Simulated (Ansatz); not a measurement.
```yaml
crystal:
  periodic: [false, false, false]
  atoms:
    - {symbol: O, position_ang: [0.000000, 0.000000, 0.000000]}
    - {symbol: P, position_ang: [0.000000, 0.000000, 1.608900]}
basis:
  gaussian: {orbitals: def2-TZVPD}
total_charge: -1
hamiltonian: {xc: pbe0}
relax: {f_tol: 0.004, max_steps: 80}
```

```sh
$ ansatz run in.yaml --threads 1 --pin off --events-out ev --progress --plain --max-ram 2176MiB
```

Steps of the relaxation (energy above the last step; positions in Å, forces in eV/Å):

```
2
step 1, 97.5 meV
O     0.000    0.000    0.000    0.000    0.000    2.554
P     0.000    0.000    1.609    0.000    0.000   -2.554
```

```
2
step 2, 33.7 meV
O     0.000    0.000    0.015    0.000    0.000    1.592
P     0.000    0.000    1.594    0.000    0.000   -1.592
```

```
2
step 3, 1.2 meV
O     0.000    0.000    0.039    0.000    0.000   -0.325
P     0.000    0.000    1.570    0.000    0.000    0.325
```

```
2
step 5, 0.0 meV
O     0.000    0.000    0.036    0.000    0.000   -0.001
P     0.000    0.000    1.573    0.000    0.000    0.001
```

Close pairs at the end: O1–P2 1.538 Å.

A stationary point of restricted PBE0 after 5 steps (its stability towards spin polarisation wasn't tested). 3.4 s on 1 thread of Intel Xeon 6975P-C, shared host.
